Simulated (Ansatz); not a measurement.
Breaking a bond: Li2, singlet.

- UHF/aug-cc-pVDZ (Ansatz, a first-principles code)
- RHF/aug-cc-pVDZ (Ansatz)
- UKS-BLYP = unrestricted BLYP/aug-cc-pVDZ in Ansatz
- RKS-BLYP = restricted BLYP/aug-cc-pVDZ (Ansatz)
- UKS-PBE = unrestricted PBE/aug-cc-pVDZ in Ansatz
- RKS-PBE = restricted PBE/aug-cc-pVDZ run with Ansatz

Scanned distances (Å): 2.08, 2.19, 2.37, 2.44, 2.61, 2.64, 2.74, 2.83, 2.95, 2.98, 3.15, 3.40, 3.70, 4.07, 4.59, 4.98, 5.49, 6.10, 6.71, 7.49, 8.32.

Problem. Where does the unrestricted solution first break spin symmetry (<S²> of 0.01 or more)?

Solution. UHF: already at 2.08 Å; UKS-BLYP: between 3.70 and 4.07 Å; UKS-PBE: between 3.15 and 3.40 Å.

```
R / Å  <S²> UHF  E(RHF) − E(UHF) / kJ/mol  <S²> UKS-BLYP  E(RKS-BLYP) − E(UKS-BLYP) / kJ/mol  <S²> UKS-PBE  E(RKS-PBE) − E(UKS-PBE) / kJ/mol
-----  --------  ------------------------  -------------  ----------------------------------  ------------  --------------------------------
2.08       0.56                      14.8           0.00                                 0.0          0.00                               0.0
2.19       0.51                      11.4           0.00                                 0.0          0.00                               0.0
2.37       0.43                       7.4           0.00                                 0.0          0.00                               0.0
2.44       0.40                       6.2           0.00                                 0.0          0.00                               0.0
2.61       0.34                       4.0           0.00                                 0.0          0.00                               0.0
2.64       0.33                       3.7           0.00                                 0.0          0.00                               0.0
2.74       0.29                       2.8           0.00                                 0.0          0.00                               0.0
2.83       0.32                       3.3           0.00                                 0.0          0.00                               0.0
2.95       0.39                       5.3           0.00                                 0.0          0.00                               0.0
2.98       0.41                       5.9           0.00                                 0.0          0.00                               0.0
3.15       0.51                      10.0           0.00                                 0.0          0.00                               0.0
3.40       0.63                      17.9           0.00                                 0.0          0.04                               0.0
3.70       0.74                      29.9           0.00                                 0.0          0.22                               1.0
4.07       0.84                      47.2           0.14                                 0.2          0.42                               3.9
4.59       0.92                      73.1           0.58                                 4.1          0.67                              10.5
4.98       0.96                      92.1           0.77                                 9.0          0.80                              16.7
5.49       0.98                     114.8           0.90                                16.2          0.92                              25.2
6.10       0.99                     138.3           0.97                                24.0          0.97                              34.8
6.71       1.00                     157.7           0.99                                29.9          0.99                              42.3
7.49       1.00                     177.3           1.00                                34.8          1.00                              48.8
8.32       1.00                     193.0           1.00                                37.7          1.00                              52.5
```
